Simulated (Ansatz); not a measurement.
Species: CH5Si, charge 0, doublet. CH5Si (SMILES [CH2][SiH3], doublet).
B3LYP-D3(BJ)/def2-TZVP minimum from Ansatz (a quantum-chemistry and plane-wave program):
```
Si
H 1 1.4823
H 1 1.4830 2 109.47
H 1 1.4878 2 107.84 3 116.74
C 1 1.8421 2 110.29 4 121.63
H 5 1.0839 1 122.71 2 -26.73
H 5 1.0841 6 114.66 1 177.78
```
Charge 0, spin multiplicity 2.

Total energies in cc-pV(D+d)Z, 13 correlated electrons, 6 frozen orbitals. UHF or UKS for unpaired electrons; spin-orbit terms are left out. Cores are frozen in correlated methods. No relativity.

```
method    program  energy (Eh)  minus CCSDT(Q) (mEh)
--------  -------  -----------  --------------------
HF         Ansatz   -329.67043                273.74
MP2        Ansatz   -329.89338                 50.79
CCSD       Ansatz   -329.93711                  7.06
CCSD(T)    Ansatz   -329.94292                  1.25
CCSDT(Q)   Ansatz   -329.94417                  0.00
```
